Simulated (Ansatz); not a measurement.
Reaction (SMILES): O(F)F → F atom + [O]F (O-F)
B3LYP-D3(BJ)/def2-TZVP geometries, fixed; electronic energies without zero-point terms.
Largest species:
```
O
F 1 1.4020
F 1 1.4020 2 103.99
```
Charge 0, spin multiplicity 1.

Core correlation in the bond dissociation energy at CCSD(T) with Ansatz (an electronic-structure program), in kcal/mol: frozen core against all electrons. A restricted Hartree-Fock determinant is unstable towards unrestricted orbitals. Open shells are unrestricted.

```tsv
basis	functions, most	frozen core	all electrons	core term (second minus first)
cc-pVDZ	42	28.82	28.93	0.12
cc-pCVDZ	54	28.99	29.12	0.13
cc-pVTZ	90	36.89	37.48	0.59
cc-pwCVTZ	129	37.15	37.16	0.01
cc-pCVTZ	129	37.12	37.14	0.03
cc-pVQZ	165	38.94	39.22	0.28
```

The largest core-valence set, cc-pCVTZ, gives a core term of 0.03 kcal/mol; the valence set cc-pVQZ, which lacks functions for the core, gives 0.28.
